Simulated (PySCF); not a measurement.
## Vertical excitation energies

4-methylisothiazole, C4H5NS.
InChI=1S/C4H5NS/c1-4-2-5-6-3-4/h2-3H,1H3

Method used: TDDFT CAM-B3LYP/def2-SVPD, vertical, gas phase, core orbitals frozen in the response (PySCF 2.14.0, density-fitted response routines). Isolated species at its GFN2-xTB geometry, gas phase.

What does the calculation give for the low-lying excited states?

```
state  E (eV)  λ (nm)  ν̃ (cm⁻¹)       f   main configurations (H = HOMO, L = LUMO)
   S1    5.67   218.8      45710   0.115                     H→L (80%), H-2→L (12%)
   S2    5.68   218.5      45770   0.020                     H-2→L (84%), H→L (12%)
   S3    6.18   200.6      49840  0.0000                   H→L+1 (51%), H→L+2 (23%)
   S4    6.26   198.0      50500   0.054                                H-1→L (92%)
   S5    6.84   181.4      55130  0.0011  H-1→L+1 (51%), H-1→L+2 (21%), H→L+1 (13%)
   S6    7.00   177.2      56450  0.0039      H→L+2 (48%), H→L+1 (24%), H→L+3 (10%)
   S7    7.34   168.9      59190   0.020  H-2→L+1 (40%), H-2→L+2 (28%), H→L+4 (12%)
   S8    7.45   166.4      60100   0.020  H→L+3 (46%), H-1→L+2 (17%), H-1→L+1 (14%)
```

Triplets, Tamm–Dancoff:

| state | E (eV) | λ (nm) | main configurations (H = HOMO, L = LUMO) |
| --- | --- | --- | --- |
| T1 | 4.10 | 302.1 | H-1→L (56%), H→L (37%) |
| T2 | 4.26 | 291.1 | H→L (60%), H-1→L (37%) |
| T3 | 4.97 | 249.4 | H-2→L (93%) |

The lowest singlet lies at 5.67 eV (219 nm, ultraviolet) and is of moderate strength; its leading configuration is HOMO→LUMO (80%). The lowest level is also the most intense of those listed (f = 0.115). S1/S2 lie within about 0.01 eV of each other. Löwdin shares by element: HOMO carbon 45% or more, sulfur 36% (atoms not listed hold the other 19%); LUMO carbon 36% or more, sulfur 22%, nitrogen 22% (atoms not listed hold the other 20%). Orbital energies (eV): HOMO-3 -11.45, HOMO-2 -9.65, HOMO-1 -9.09, HOMO -8.53, LUMO 0.23, LUMO+1 1.08, LUMO+2 1.42. Weighted by f, the mean energy of these states is 6.13 eV. Of the 8 states listed, 5 reach f = 0.01 and 1 stays under 0.0005. Singlets were solved by full linear response, triplets in the Tamm–Dancoff approximation.
